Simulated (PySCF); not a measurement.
PySCF input:

```python
from pyscf import gto, scf, dft

mol = gto.M(
    atom='''
    C     0.00476229    0.43392420   -0.00203639
    C     1.18383408   -0.15360148    0.00493325
    F    -1.14596015   -0.26718838   -0.00280751
    H    -0.17580160    1.50100015   -0.00772733
    H     1.28003303   -1.23028006    0.01036986
    H     2.07783169    0.45203897    0.00524394
    ''',
    basis='def2-tzvpd',
    charge=0,
    spin=0,
    verbose=4,
)

mf = dft.RKS(mol, xc='tpssh').density_fit(auxbasis='def2-universal-jkfit')
mf.grids.level = 3
mf.conv_tol = 1e-9
mf.max_cycle = 100
mf.max_memory = 1500
mf.kernel()
if not mf.converged:
    mf = mf.newton()
    mf.kernel(mf.make_rdm1())
mf.analyze()
```

Q: Predict the final energy.

A: -177.90459 Eh (TPSSh/def2-TZVPD).
